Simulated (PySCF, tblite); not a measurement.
## hydrogen sulfide and ammonia

A gas-phase complex of hydrogen sulfide and ammonia; neutral, singlet. The structure comes from a short search (6 tight-binding starts) and was optimised by PBE0-D3(BJ)/def2-TZVPD; another way of binding may lie lower.

This structure isn't a minimum: the optimisation stopped short of the minimum along a soft mode, which is imaginary here (16i cm⁻¹ by PBE0-D3(BJ)/def2-TZVPD), and forces of up to 0.011 eV/Å are left. All values below rest on it.

Parts: 1 = hydrogen sulfide (S), atoms 1–3; 2 = ammonia (N), atoms 4–7.

```xyz
7

S    -0.018    0.695    0.186
H    -0.408   -0.605    0.116
H     1.274    0.383    0.005
N    -1.041   -2.620    0.009
H    -2.012   -2.720    0.279
H    -0.496   -3.216    0.620
H    -0.951   -2.987   -0.931
```
(Å; atoms numbered from 1)

```tsv
contact	kind (by geometry)	distance (Å)	angle (°)
H2···N4	hydrogen bond	2.116	179
```

Interaction energies are complex less parts, with the parts frozen as they stand in it; counterpoise-corrected, in kcal/mol (PySCF). The CCSD(T) estimate is Hartree-Fock/aug-cc-pVQZ, plus the MP2 correlation part extrapolated as X⁻³ from aug-cc-pVTZ and aug-cc-pVQZ, plus CCSD(T) less MP2 in aug-cc-pVDZ; noble-gas cores are frozen. It isn't the exact limit.

| level | interaction | superposition error removed |
| --- | --- | --- |
| Hartree-Fock/aug-cc-pVQZ | -0.87 | - |
| wB97M-D3(BJ)/def2-TZVPD | -3.43 | -0.22 |
| PBE0-D3(BJ)/def2-TZVPD | -4.40 | -0.19 |
| MP2/aug-cc-pVQZ | -3.71 | -0.22 |

What does CCSD(T) at its estimated basis limit give, and which of these levels comes nearest?

-3.40 kcal/mol. wB97M-D3(BJ)/def2-TZVPD is nearest, off by -0.04; the errors are Hartree-Fock/aug-cc-pVQZ +2.53, wB97M-D3(BJ)/def2-TZVPD -0.04, PBE0-D3(BJ)/def2-TZVPD -1.00, MP2/aug-cc-pVQZ -0.31.

What holds them together? Decompose the wB97M-D3(BJ)/def2-TZVPD energy: frozen parts, their antisymmetrised product, then relaxation.

electrostatic -8.0, Pauli repulsion +9.3, orbital relaxation -4.1, dispersion correction -0.9 kcal/mol, which sum to the value before the counterpoise correction; the Pauli term holds the exchange-correlation of the frozen density too. Of the attraction, 62 % is electrostatic, 31 % is orbital relaxation, 7 % is dispersion correction.

The parts were also relaxed and run alone, at the levels used for the complex: vibrations by PBE0-D3(BJ)/def2-TZVPD; shieldings by PBE0/pcSseg-2; core levels by delta-SCF with SCAN, pcX-2 on the ionised atom and pcseg-1 elsewhere, spin-free X2C (2p3/2 is the spin-free 2p value less a third of a first-order spin-orbit splitting).

How do these values change when the complex forms?


```
                              property       alone  in the complex              change
                        S1–H2 bond (Å)       1.342           1.359              +0.017
stretch carried by H2 (cm⁻¹, harmonic)  2724, 2738            2510  -221 from the mean
       its infrared intensity (km/mol)        0, 0             488                    
                 shielding of H2 (ppm)       30.49           25.55               -4.94
                 shielding of N4 (ppm)       263.7           250.8               -12.8
                 shielding of S1 (ppm)       712.6           718.1                +5.5
              S1 2p3/2 core level (eV)      170.37          169.11               -1.26
                 N4 1s core level (eV)      405.54          406.01               +0.47
```
